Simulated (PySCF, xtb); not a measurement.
Acid–base and redox partners of [SiH3][SiH3]. Isolated molecules, 0 K electronic values unless said otherwise. Strings in code marks are SMILES.

Quantity: bond dissociation enthalpy (X–H) at 298 K, in eV. HF references are unrestricted for open shells and restricted for singlets. Thermal and zero-point terms are GFN2-xTB rigid-rotor harmonic values (xtb).

Level 1: PBE-D3(BJ)/def2-TZVP // PBE0-D3(BJ)/def2-TZVP (PySCF)
Level 2: ωB97X-D3(BJ)/def2-TZVP // PBE0-D3(BJ)/def2-TZVP (PySCF)
Level 3: BP86/6-31G* // PBE0-D3(BJ)/def2-TZVP (PySCF)
Level 4: HF/6-31G* // PBE0-D3(BJ)/def2-TZVP (PySCF)

```csv
species,level 2,level 3,level 4
H atom removed from Si1: `[SiH2][SiH3]`,3.85,3.78,2.97
```

Q: What does level 1 give for each?

A: 
- H atom removed from Si1: `[SiH2][SiH3]`: 3.63
